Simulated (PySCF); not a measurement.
**Static response to an electric field**

Species: C3H6P2.
Structure used (GFN2-xTB), in Å, numbered top down from 1:
```
atom  x, y, z in Å
C1    -2.151    0.450   -0.062
C2    -0.837    0.217   -0.049
C3    -0.245   -0.981   -0.553
P4     1.394   -1.368   -0.686
P5     2.356    0.401    0.130
H6    -2.844   -0.264   -0.477
H7    -2.572    1.359    0.332
H8    -0.159    0.959    0.363
H9    -0.934   -1.735   -0.915
H10    3.628   -0.119   -0.095
H11    2.367    1.084   -1.088
```

Level: B3LYP/def2-SVPD (PySCF), static field, nuclei fixed, core orbitals frozen in the response. The polarisability tensor in these axes (au):

```
x   146.21  -7.46  -1.25
y    -7.46  88.53  10.53
z    -1.25  10.53  65.98
```

Question: What are the eigenvalues, a third of the trace, and Δα (Δα² = ½Σ(αi − αj)² over the three pairs)?

Answer: Principal values 61.80, 91.68 and 147.24 au; mean 100.24 au = 14.85 Å³ = 16.53 × 10⁻⁴⁰ C²·m²/J; Δα = 75.10 au (75 % of the mean).

Question: What is the dipole moment, and where does it point?

Answer: (-0.83, 0.64, -0.23) D, 1.08 D in size, pointing from the negative to the positive side. Measured along this direction, the outermost atoms are H10 at the negative end and H7 at the positive end.

Question: Directions of the eigenvectors, and the extent of the frame along each?

Answer: Largest value along (0.99, -0.13, -0.03), where the nuclei span 6.38 Å; middle along (0.13, 0.92, 0.37), 3.09 Å; least along (-0.02, -0.37, 0.93), 1.44 Å. The response follows the extents in order.

Question: Give the eigenvalues of the traceless quadrupole moment Θ = ½Σq(3rr − r²1), origin at the centre of nuclear charge.

Answer: -4.45, -2.02, 6.47 D·Å. The values depend on the origin, since the dipole doesn't vanish. The electronic extent ⟨r²⟩ about the same centre is 828 bohr², a root-mean-square distance of 2.07 Å for the 54 electrons.

Question: Find the Langevin capture rate constant for H3O+ (19.018 u) meeting this molecule (103.994 u), k = 2.342 × 10⁻⁹ cm³/s × √(α in Å³ / reduced mass in u).

Answer: The reduced mass is 16.08 u, so k = 2.25 × 10⁻⁹ cm³/s. The formula leaves out the permanent dipole, which adds to the capture rate.

Question: What would n − 1 = 2πNα be for an ideal gas of these molecules at 400 K and 1 atm, electronic part alone?

Answer: N = p/kT = 1.8347 × 10¹⁹ cm⁻³, so n − 1 = 2π × N × 14.85 × 10⁻²⁴ cm³ = 1712 × 10⁻⁶ at long wavelengths.

Isolated species at its GFN2-xTB geometry (one conformer only).
